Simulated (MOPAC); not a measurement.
MOPAC input (PM7):

```
PM7 PRECISE GNORM=0.05 LET XYZ GEO-OK AUX(PRECISION=9) THREADS=1
BCl3

B     0.00000000 1   -0.00000000 1   -0.00000000 1
Cl    0.00508444 1    1.74500655 1   -0.02473757 1
Cl    1.50850421 1   -0.87734968 1   -0.01892724 1
Cl   -1.51358865 1   -0.86765687 1    0.04366481 1
```

**Question.** What heat of formation does the run end on?

**Answer.** -93.45 kcal/mol.
